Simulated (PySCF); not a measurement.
# Electronic absorption of 2-oxazoline

Species: 2-oxazoline, C₃H₅NO.
SMILES: `C1=NCCO1`

Computed with TDDFT CAM-B3LYP/def2-SVPD, vertical, gas phase, core orbitals frozen in the response in PySCF. Isolated species at its PBE0-D3(BJ)/def2-SVP geometry, gas phase.

**Question.** List the vertical singlet excitations with oscillator strengths and describe the spectrum.

**Answer.** 

```csv
state,E (eV),λ (nm),f,|μ| (D),"main configurations (H = HOMO, L = LUMO)"
S1,6.53,190.0,0.0062,0.50,H-1→L+1 (93%)
S2,6.87,180.4,0.027,1.03,"H→L (70%), H→L+1 (21%)"
S3,6.89,179.9,0.089,1.84,"H→L+1 (74%), H→L (20%)"
S4,7.84,158.0,0.0008,0.16,"H→L+2 (56%), H→L+4 (34%)"
S5,7.87,157.6,0.036,1.10,H-1→L (86%)
S6,8.07,153.6,0.0022,0.27,"H→L+4 (55%), H→L+2 (39%)"
S7,8.18,151.5,0.0091,0.54,H→L+3 (91%)
S8,8.43,147.0,0.0021,0.25,H→L+5 (95%)
S9,8.91,139.1,0.014,0.64,H-1→L+2 (90%)
S10,9.03,137.3,0.0095,0.53,H-1→L+4 (79%)
```

Triplets (Tamm–Dancoff): T1 4.69 eV, H→L+1 (85%); T2 5.75 eV, H-1→L+1 (90%); T3 6.75 eV, H→L (87%); T4 7.61 eV, H→L+4 (48%), H→L+2 (36%).

The lowest singlet comes at 190 nm (630 kJ/mol) in the vacuum ultraviolet; it is weak; its leading configuration is HOMO-1→LUMO+1 (93%). The strongest level in the table is S3 at 6.89 eV (180 nm, f = 0.089). Löwdin shares by element: HOMO nitrogen 31%, oxygen 29%, carbon 22% or more (atoms not listed hold the other 19%); LUMO carbon 53%, hydrogen 10% or more (atoms not listed hold the other 37%). The oscillator strengths of these states sum to 0.196; summed over the whole spectrum of an exact calculation they would give the number of electrons, 38 (Thomas–Reiche–Kuhn). Of the 10 states listed, 4 reach f = 0.01 and none stays under 0.0005. Weighted by f, the mean energy of these states is 7.40 eV. All these states lie below the vertical ionisation energy of 9.72 eV (ΔSCF). Only the lowest 10 singlets were computed, as vertical energies without vibronic structure.

The run took 36 s of wall time (with the writing of density and orbital grids) on one thread of an Arm Neoverse V2, on a shared host, and the process peaked at 0.61 GiB of memory.
